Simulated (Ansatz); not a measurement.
The inner images of a band of C2H4 + CH2F (10 atoms, charge 0, multiplicity 2) are given out of order.

Level of theory: UKS PBE/def2-SVP (Ansatz 0.2.0).

First end point:

```xyz
10
Properties=species:S:1:pos:R:3
H 0.234 -0.271 1.725
C 1.089 -0.733 1.203
C 1.492 -0.302 -0.002
C -2.013 0.687 -0.989
F -1.073 1.618 -1.220
H 1.596 -1.561 1.727
H 2.349 -0.762 -0.522
H 0.979 0.523 -0.522
H -1.635 -0.282 -0.625
H -3.019 1.082 -0.775
```

Last end point:

```xyz
10
Properties=species:S:1:pos:R:3
H -1.185 -0.046 0.376
C 1.304 -0.858 1.108
C 1.766 -0.272 0.020
C -1.773 0.502 -0.395
F -0.915 1.020 -1.352
H 1.680 -1.450 1.953
H 2.845 -0.307 -0.250
H 1.105 0.280 -0.676
H -2.491 -0.198 -0.875
H -2.336 1.328 0.090
```

**Question.** Put them in order from the first end to the last, with their energies above the first end.
A.
```xyz
10
Properties=species:S:1:pos:R:3
H -1.031 -0.098 0.343
C 1.112 -0.811 0.985
C 1.766 -0.230 -0.001
C -1.692 0.461 -0.360
F -0.926 1.012 -1.374
H 1.318 -1.429 1.870
H 2.872 -0.297 -0.092
H 1.240 0.361 -0.775
H -2.442 -0.237 -0.791
H -2.218 1.268 0.196
```
B.
```xyz
10
Properties=species:S:1:pos:R:3
H -0.600 -0.166 0.294
C 0.694 -0.669 0.725
C 1.697 -0.195 -0.007
C -1.543 0.440 -0.314
F -0.961 1.170 -1.313
H 0.711 -1.364 1.581
H 2.754 -0.476 0.175
H 1.507 0.501 -0.845
H -2.219 -0.339 -0.725
H -2.040 1.098 0.430
```
C.
```xyz
10
Properties=species:S:1:pos:R:3
H -0.310 -0.455 0.572
C 0.747 -0.714 0.786
C 1.734 -0.192 0.043
C -1.845 0.596 -0.521
F -1.021 1.245 -1.354
H 0.932 -1.412 1.618
H 2.795 -0.431 0.222
H 1.508 0.499 -0.786
H -2.322 -0.312 -0.918
H -2.218 1.176 0.337
```
D.
```xyz
10
Properties=species:S:1:pos:R:3
H -0.853 -0.108 0.296
C 0.926 -0.745 0.864
C 1.760 -0.213 -0.009
C -1.614 0.442 -0.328
F -0.961 1.094 -1.358
H 0.970 -1.394 1.748
H 2.855 -0.389 0.044
H 1.396 0.429 -0.835
H -2.340 -0.293 -0.739
H -2.141 1.177 0.318
```
E.
```xyz
10
Properties=species:S:1:pos:R:3
H -0.135 -0.538 1.220
C 0.936 -0.754 1.066
C 1.606 -0.256 0.016
C -2.037 0.729 -0.855
F -1.010 1.398 -1.397
H 1.425 -1.389 1.823
H 2.679 -0.460 -0.136
H 1.108 0.387 -0.727
H -2.011 -0.366 -0.973
H -2.560 1.249 -0.036
```
F.
```xyz
10
Properties=species:S:1:pos:R:3
H 0.010 -0.404 1.485
C 1.001 -0.741 1.138
C 1.539 -0.281 -0.001
C -2.019 0.699 -0.919
F -1.053 1.506 -1.385
H 1.525 -1.468 1.780
H 2.533 -0.612 -0.345
H 1.010 0.450 -0.634
H -1.722 -0.350 -0.760
H -2.824 1.203 -0.360
```
G.
```xyz
10
Properties=species:S:1:pos:R:3
H -0.200 -0.636 0.908
C 0.893 -0.788 0.950
C 1.707 -0.202 0.060
C -1.939 0.659 -0.647
F -1.028 1.251 -1.430
H 1.275 -1.439 1.754
H 2.800 -0.345 0.088
H 1.304 0.443 -0.738
H -2.407 -0.248 -1.060
H -2.404 1.304 0.115
```

**Answer.** F (+0.1 kcal/mol), E (+0.3 kcal/mol), G (+0.5 kcal/mol), C (+2.0 kcal/mol), B (+14.0 kcal/mol), D (+11.1 kcal/mol), A (+9.9 kcal/mol).

Time of the run: 4.7 min on 2 threads of Arm Neoverse V1, on a shared host, peak memory 0.14 GiB.
